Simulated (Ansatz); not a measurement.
# PH₃+ (doublet): the correlation ladder at distance P1–H2 = 1.266 Å, cc-pVDZ

How much of the correlation energy of PH₃+ (doublet) does each wave-function method recover here?

Method: cc-pVDZ, core rule «outside noble gas», up to 5 orbitals frozen; program: Ansatz 0.2.0, Gaussian basis.

To be run: UHF; CCSD(T) on ROHF; CCSD(T) on UHF; BCCD(T) on ROHF; CISD as a restricted active space (open shells left free, so some higher excitations enter); CCSDT(Q) on ROHF; CCSDT(Q) on UHF; CCSDTQ on ROHF; CCSDTQ on UHF; CASSCF and MRCISD+Q, 3 electrons in 3 orbitals; CASSCF and NEVPT2, 3 electrons in 3 orbitals; CASSCF and MRCISD+Q, 7 electrons in 7 orbitals; CASSCF and NEVPT2, 7 electrons in 7 orbitals; Full CI.

**1. The geometry**

The geometry derives from a PBE0/def2-TZVP stationary point (not a proven minimum). One bond is set to the value named and the two fragments are kept rigid.

4 atoms, charge 1, spin multiplicity 2.

Atoms are counted from 1 here; the program's logs count them from 0.

Bond lengths: P1–H2 1.266 Å, P1–H3 1.405 Å, P1–H4 1.405 Å. Angles: H2–P1–H3 113.3°, H2–P1–H4 113.3°, H3–P1–H4 113.3°.

**2. UHF**

The input, in.yaml:

```yaml
crystal:
  periodic: [false, false, false]
  atoms:
    - {symbol: P, position_ang: [0.004042, -0.000002, -0.031848]}
    - {symbol: H, position_ang: [1.224366, 0.013112, 0.304889]}
    - {symbol: H, position_ang: [-0.686446, 1.166828, 0.335271]}
    - {symbol: H, position_ang: [-0.662122, -1.179874, 0.338516]}
basis:
  gaussian: {orbitals: cc-pVDZ}
total_charge: 1
magnetization: {spin_polarized: true, initial_magnetization: 1}
hamiltonian: {xc: hf}
output: {orbitals: {seedname: orbitals}}
```

Run with:

```console
ansatz run in.yaml --threads 1 --pin off --events-out ev --progress --plain --max-ram 2816MiB --backend cpu
```

After this run come: CCSD(T) on ROHF; CCSD(T) on UHF; BCCD(T) on ROHF; CISD as a restricted active space (open shells left free, so some higher excitations enter); CCSDT(Q) on ROHF; CCSDT(Q) on UHF; CCSDTQ on ROHF; CCSDTQ on UHF; CASSCF and MRCISD+Q, 3 electrons in 3 orbitals; CASSCF and NEVPT2, 3 electrons in 3 orbitals; CASSCF and MRCISD+Q, 7 electrons in 7 orbitals; CASSCF and NEVPT2, 7 electrons in 7 orbitals; Full CI.

Q: Predict the results of all the runs planned. Wanted: FCI from the RHF energy; RMP2 from FCI; UMP2 from FCI; RCCSD from FCI; RCCSD(T) from FCI; UCCSD(T) from FCI; RCCSDT(Q) from FCI; UCCSDT(Q) from FCI; NEVPT2 pair from FCI.

As calculated:

```
                         quantity                                                                                                                 value
          FCI from the ROHF energy                                                                                                            -3.6780 eV
                    RMP2 from FCI                                                                                                       +18.50 kcal/mol
                    UMP2 from FCI                                                                                                       +18.35 kcal/mol
                   RCCSD from FCI                                                                                                        +1.98 kcal/mol
                RCCSD(T) from FCI                                                                                                        +0.41 kcal/mol
                UCCSD(T) from FCI                                                                                                        +0.41 kcal/mol
               RCCSDT(Q) from FCI                                                                                                        +0.01 kcal/mol
               UCCSDT(Q) from FCI                                                                                                         0.00 kcal/mol
             NEVPT2 pair from FCI                                                                                                       +18.39 kcal/mol
           MRCISD+Q pair from FCI                                                                                                        -0.21 kcal/mol
          NEVPT2 valence from FCI                                                                                                       +15.47 kcal/mol
levels within 1 kcal/mol (43 meV)  RCCSD(T), UCCSD(T), BCCD(T), RCCSDT, UCCSDT, RCCSDT(Q), UCCSDT(Q), RCCSDTQ, UCCSDTQ, MRCISD+Q pair, MRCISD+Q valence
                    T1 diagnostic                                                                                                                 0.017
   effectively unpaired electrons                                                                                                                  1.03
```

What this shows: RCCSD(T) misses by +0.41 kcal/mol, 0.5 % of the correlation energy. MRCISD+Q pair falls below full CI: the +Q correction isn't variational, and the cores differ from full CI's. One determinant dominates. Of the multireference levels listed MRCISD+Q pair comes nearest in total energy (-0.21 kcal/mol), which doesn't show that its space is the better one. These misses are within one basis, not against nature; the frozen cores of restricted and unrestricted runs differ, which can shift their rows.

Levels on UHF freeze UHF's core orbitals, full CI those of ROHF, so the U rows can settle a little off it for that reason alone.

With open shells the CI space here admits some higher excitations, so it is larger than plain CISD.
